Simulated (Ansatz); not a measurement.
Relaxation of C$_{2}$H$_{7}$N (10 atoms, charge 0, multiplicity 1), to a largest force component of 0.03 eV/Å in at most 50 steps.

Theory: Ansatz 0.2.0, RKS r2SCANh-D4/def2-SVP.

```xyz
10
Properties=species:S:1:pos:R:3
N -1.832 0.466 -0.079
C 0.699 -0.672 0.191
H 0.383 -1.374 -0.584
H 0.366 -0.885 1.209
C 1.496 0.361 -0.079
H 1.809 1.061 0.699
H 1.845 0.570 -1.096
H -0.852 0.732 -0.030
H -1.928 -0.086 -0.927
H -1.988 -0.173 0.695
```

Task: Where does it end, and by what steps?

Result: It converged. The force dipped under the threshold on the way, but the program's further checks kept it going. After 11 steps the energy has fallen by 0.184 eV; H8 moved furthest, 0.57 Å.

```json
{"step": "0", "energy less start (eV)": "0.0000", "largest force component (eV/Å)": "0.538", "accepted": "yes"}
{"step": "1", "energy less start (eV)": "-0.1184", "largest force component (eV/Å)": "0.410", "accepted": "yes"}
{"step": "2", "energy less start (eV)": "-0.1784", "largest force component (eV/Å)": "0.236", "accepted": "yes"}
{"step": "3", "energy less start (eV)": "-0.1789", "largest force component (eV/Å)": "0.219", "accepted": "yes"}
{"step": "4", "energy less start (eV)": "-0.1788", "largest force component (eV/Å)": "0.250", "accepted": "no"}
{"step": "5", "energy less start (eV)": "-0.1806", "largest force component (eV/Å)": "0.064", "accepted": "yes"}
{"step": "6", "energy less start (eV)": "-0.1821", "largest force component (eV/Å)": "0.021", "accepted": "yes"}
{"step": "7", "energy less start (eV)": "-0.1827", "largest force component (eV/Å)": "0.113", "accepted": "yes"}
{"step": "8", "energy less start (eV)": "-0.1834", "largest force component (eV/Å)": "0.073", "accepted": "yes"}
{"step": "9", "energy less start (eV)": "-0.1838", "largest force component (eV/Å)": "0.054", "accepted": "yes"}
{"step": "10", "energy less start (eV)": "-0.1839", "largest force component (eV/Å)": "0.041", "accepted": "yes"}
{"step": "11", "energy less start (eV)": "-0.1841", "largest force component (eV/Å)": "0.015", "accepted": "yes"}
```

```xyz
10
Properties=species:S:1:pos:R:3
N -2.262 0.441 -0.112
C 0.892 -0.647 0.192
H 0.476 -1.271 -0.603
H 0.538 -0.846 1.207
C 1.792 0.302 -0.061
H 2.210 0.923 0.736
H 2.148 0.500 -1.075
H -1.381 0.949 -0.054
H -2.157 -0.168 -0.921
H -2.257 -0.183 0.692
```

Whether the end is a true minimum wasn't checked by a vibrational analysis.

Run time: 11 s on 2 threads of Intel(R) Xeon(R) 6975P-C (Granite Rapids) (shared host), peak memory 0.17 GiB.
